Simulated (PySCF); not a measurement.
Stepwise substitution at one centre (Al Cl-OH). All species are isolated molecules in the gas phase. One relaxed conformer stands for each flexible species; it need not be the lowest. Strings in code marks are SMILES.

The LUMO from two functionals at the same geometries (B3LYP-D3(BJ)/def2-TZVP), both in PySCF: PBE-D3(BJ)/def2-TZVP and B3LYP-D3(BJ)/def2-TZVP. B3LYP has the VWN-RPA correlation part, as in Gaussian. 

```json
[
 {"species": "0 of 3 Cl replaced by OH (`[Cl][Al]([Cl])[Cl]`)", "PBE-D3(BJ)/def2-TZVP (eV)": "-2.17"},
 {"species": "1 of 3 Cl replaced by OH (`[OH][Al]([Cl])[Cl]` (H–O–Al–Cl torsion 180°))", "PBE-D3(BJ)/def2-TZVP (eV)": "-1.87"},
 {"species": "2 of 3 Cl replaced by OH (`[OH][Al]([Cl])[OH]` (H–O–Al–Cl torsion 0°, Cl–Al–O–H torsion 180°))", "PBE-D3(BJ)/def2-TZVP (eV)": "-1.58"},
 {"species": "3 of 3 Cl replaced by OH (`[OH][Al]([OH])[OH]`)", "PBE-D3(BJ)/def2-TZVP (eV)": "-1.31"}
]
```

What does B3LYP-D3(BJ)/def2-TZVP give for each?


- 0 of 3 Cl replaced by OH (`[Cl][Al]([Cl])[Cl]`): -1.59
- 1 of 3 Cl replaced by OH (`[OH][Al]([Cl])[Cl]` (H–O–Al–Cl torsion 180°)): -1.30
- 2 of 3 Cl replaced by OH (`[OH][Al]([Cl])[OH]` (H–O–Al–Cl torsion 0°, Cl–Al–O–H torsion 180°)): -1.05
- 3 of 3 Cl replaced by OH (`[OH][Al]([OH])[OH]`): -0.80
Over these rows, drawn at random from the members with no instability flagged (it was tested for open shells, ions and some series alone), PBE minus B3LYP-D3(BJ): mean -0.55 eV, from -0.59 eV to -0.51 eV.
